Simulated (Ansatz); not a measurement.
**H2, singlet in 6-31G: errors against full CI**

Geometry: MP2(full)/6-31G*, from the G2/97 set.

```yaml
atoms:
  - { symbol: H, position_ang: [0.0000, 0.0000, 0.0000] }
  - { symbol: H, position_ang: [0.0000, 0.0000, 0.7372] }
```

Basis 6-31G; Ansatz 0.2.0. Correlated methods freeze the noble-gas cores, which leaves 2 electrons in 4 orbitals. R marks a restricted (for open shells ROHF) determinant. Active spaces: valence = (2e, 2o) chosen from the atoms' valence shells.

Full CI is exact within this basis and frozen core; it isn't the basis-set limit.

With two correlated electrons CCSD is exact, so what parts a cluster row from full CI is its frozen core alone.

```
UHF ⟨S²⟩                          : 0.000
T1 diagnostic (RCCSD)             : 0.0040
largest doubles amplitude (RCCSD) : 0.077
```

```csv
level,E − E(full CI) (mEh),share of correlation (%),wall time
RHF,24.85,0.00,–
RMP2,7.50,69.81,–
RCCSD,0.00,100.01,0.06 s
RCCSD(T),0.00,100.01,0.06 s
BCCD(T),0.00,100.01,0.09 s
CASSCF (valence space),5.46,78.02,–
NEVPT2 (valence space),2.25,90.96,0.03 s
MRCISD (valence space),0.00,99.98,–
MRCISD+Q (valence space),-0.01,100.04,0.09 s
```

The correlation energy at full CI, counted from RHF, is -0.676 eV. That run took 0.03 s on 1 thread of Intel Xeon 6975P-C, shared host over 8 determinants.

Times hold each run's SCF and search for its determinant on a shared host, so for small cases they say little of a method's own cost; they ran on 1 thread of Intel Xeon 6975P-C.

The full-CI state has the irrep Ag of D2h, in the program's axes (one component, if the state is degenerate).

Natural occupations of full CI about the gap: 1.971 0.023 0.005 0.000; effectively unpaired electrons, Σ n²(2−n)², 0.01.

Atomization energy (electronic, same basis, no zero-point term; atoms at the same level, unrestricted beside the R rows where the molecule is a closed shell, with restricted open-shell steps beyond CCSDT(Q)) at full CI: 407.4 kJ/mol. Errors of other levels:

```json
{"level": "RHF", "error (kJ/mol)": "-65.2"}
{"level": "RMP2", "error (kJ/mol)": "-19.7"}
{"level": "RCCSD", "error (kJ/mol)": "0.0"}
{"level": "RCCSD(T)", "error (kJ/mol)": "0.0"}
{"level": "BCCD(T)", "error (kJ/mol)": "0.0"}
{"level": "CASSCF (valence space)", "error (kJ/mol)": "-14.3"}
{"level": "NEVPT2 (valence space)", "error (kJ/mol)": "-5.9"}
{"level": "MRCISD (valence space)", "error (kJ/mol)": "0.0"}
{"level": "MRCISD+Q (valence space)", "error (kJ/mol)": "0.0"}
```

This basis is far from its limit, so the value isn't to be set against a measured one. Truncated CI isn't size-consistent, which counts against it in atomization.
